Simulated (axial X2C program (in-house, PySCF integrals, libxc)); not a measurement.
**PO⁺: bond constants with and without spin–orbit coupling**

All values were computed with an in-house relativistic program for diatomic molecules. Spin-free means the one-electron spin-free X2C Hamiltonian; two-component (2c) means X2C with spin–orbit coupling and atomic mean-field two-electron Coulomb and Gaunt terms, so the difference of the two also holds small scalar two-electron terms. Basis: P dyall-v3z [8s7p2d1f], O dyall-av3z [7s6p3d2f] (cores contracted in-house); Gaussian nuclei, density fitting, unrestricted open shells. Masses: P 30.974 u, O 15.995 u.

Input file and command:
```json
{"zs": [15, 8], "q": 1, "bas": ["dyall-v3z", "dyall-av3z"], "levels": ["PBE0", "HF", "r2SCAN"], "cc": true, "r0": 1.59, "thr": -2.0, "nmax": 90, "npts": 10, "nst": 2, "ntry": 6}
```
```bash
python so2c.py task.json out
```

Keys: zs atomic numbers; q charge; bas basis sets; levels methods; cc coupled cluster on or off; r0 starting distance in Å; thr threshold in hartree for freezing inner shells (an s shell follows its p shell); nmax most natural virtual spinors; npts points on the curve; nst determinants followed; ntry starts of the search. HF also brings MP2.

State, spin-free: M_S = 0, Λ = 0 (closed shell); electrons by block: σα: 7, σβ: 7, π+α: 2, π+β: 2, π-α: 2, π-β: 2. Fragments: P+ + O.

State, 2c: Ω = 0 (closed shell); electrons by block: 1/2: 9, -1/2: 9, 3/2: 2, -3/2: 2. Fragments: P+ + O.

```tsv
Hamiltonian	level	Re (Å)	ωe (cm⁻¹)	ωexe (cm⁻¹)	αe (cm⁻¹)	De (eV)	D0 (eV)	k (mdyn/Å)	μ (D)
spin-free	MP2	1.460	1280.5	8.68	0.00612	8.47	8.39	10.2	n/a
2c	PBE0	1.428	1471.3	5.91	0.00467	7.78	7.69	13.5	-3.37
2c	HF	1.392	1659.1	5.43	0.00415	4.25	4.15	17.1	-3.89
2c	CCSD	1.431	1456.0	5.91	0.00471	7.45	7.36	13.2	n/a
2c	CCSD(T)	1.445	1376.2	6.9	0.00525	7.85	7.77	11.8	n/a
2c	r2SCAN	1.436	1427.8	6.22	0.0049	8.04	7.95	12.7	-3.23
```

Spin-free values that have a 2c row agree with it to the digits that matter (0.001 Å, 0.01 eV) and are not repeated.

Correlated methods: 10 electrons correlated (number of frozen shells: P 2 s, 1 p; O 1 s), 168 virtual spin orbitals or spinors in MP2, 90 natural virtuals in coupled cluster.

Dipoles are positive if O is the positive end and refer to the centre of mass.

One determinant describes the state; a PBE0 search over occupations chose it and may have missed a lower one. The closed shell is kept restricted, so the energy runs too high when the bond is stretched far. Dissociation energies refer to the lowest single-determinant-based atoms at the same level and basis. Coupled cluster ran in a truncated set of natural virtual spinors; the MP2 energy of the rest was added. (T) has no such correction and the atoms are truncated less, which lowers De at CCSD(T) by a hundredth of an eV or more. The 2c atoms are single determinants rather than J levels; their spin–orbit lowering is only partly caught, and De is too large by that part. This holds for PBE0, CCSD, CCSD(T), r2SCAN. The functionals have no current-density term, which raises determinants with orbital currents, atoms included. The T1 diagnostic is large, a sign of multireference character.

No reliable constants came from MP2 (2c): no minimum in range, unconverged points, a curve that is not smooth, a change of character along it, or the two Hamiltonians disagreeing along it.

Rough cost a point (2c) on 1 thread(s) of a shared host, integrals apart: PBE0 0.2 s, HF 0.08 s, CCSD(T) 5 s, r2SCAN 0.27 s.

The whole task took 100 s on 1 thread of Intel(R) Xeon(R) Processor @ 2.30GHz (shared host).
